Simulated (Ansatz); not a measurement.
## As₂, singlet: vertical spin and charge gaps

Geometry (PBE0/def2-TZVP stationary point for this spin):

```xyz
2

As    0.0000    0.0000    0.0000
As    0.0000    0.0000    2.0890
```

Basis cc-pVDZ; Ansatz 0.2.0. Correlated methods freeze the noble-gas cores and the filled d shells of p-block atoms. Prefix R: restricted or restricted open-shell reference; prefix U: unrestricted. Active spaces: valence = (10e, 8o) chosen from the atoms' valence shells. No spin–orbit coupling is included, and no scalar relativity.

Gaps are energies of the second state less the first, at fixed atoms, for a selection of the levels run; each method lands on the state that its own search finds for that charge and spin.

Unrestricted rows (U, and Kohn–Sham where it breaks symmetry) aren't spin-pure: their determinants' ⟨S²⟩ exceeds S(S+1) by up to 0.95, so they mix in states of higher spin. Coupled cluster chose its determinant by a search with trial CCSD, here up to 0.10 eV above the lowest Hartree–Fock solution of its kind, and MP2 stands on that determinant too. A value is left out where its run failed or describes another state than the reference as far as symmetry and spin tell, or, spin-broken singlets apart, can't be checked.

Removing an electron, to the doublet: 9.638 eV at UCCSDT(Q).

Large singles or doubles amplitudes warn of static correlation in the As2⁺ doublet.

```
                   level  gap (eV)  error (meV)  ⟨S²⟩ where 0.1 over S(S+1) (first / second)
                    UMP2     8.881         -757                                     0.95 / –
                    CISD     9.375         -263                                        – / –
                   UCCSD     9.492         -146                                     0.95 / –
                UCCSD(T)     9.564          -74                                     0.95 / –
                 BCCD(T)     9.651           13                                        – / –
                  UCCSDT     9.615          -23                                     0.95 / –
  CASSCF (valence space)     9.147         -491                                        – / –
  NEVPT2 (valence space)     9.575          -63                                        – / –
  MRCISD (valence space)     9.591          -47                                        – / –
MRCISD+Q (valence space)     9.647            9                                        – / –
                     PBE     9.763          125                                        – / –
                  r2SCAN     9.868          230                                        – / –
                  B97M-V     9.646            8                                        – / –
                    PBE0     9.751          113                                        – / –
                   B3LYP     9.745          107                                        – / –
                 RPA-PBE     9.602          -36                                        – / –
```

In so small a basis the reference is far from its limit while semilocal and hybrid functionals are nearer theirs (RPA and double hybrids share part of the reference's basis error), so the functionals' errors here hold much of the reference's basis and frozen-core error, which can add to them or hide them.

Full CI isn't at hand for all of this; UCCSDT(Q) serves as the reference, and is uncertain by the last step of the cluster series or more. The frozen core follows each run's orbitals, which can shift R against U totals by a few meV for light atoms and by up to 0.1 eV past Ca.
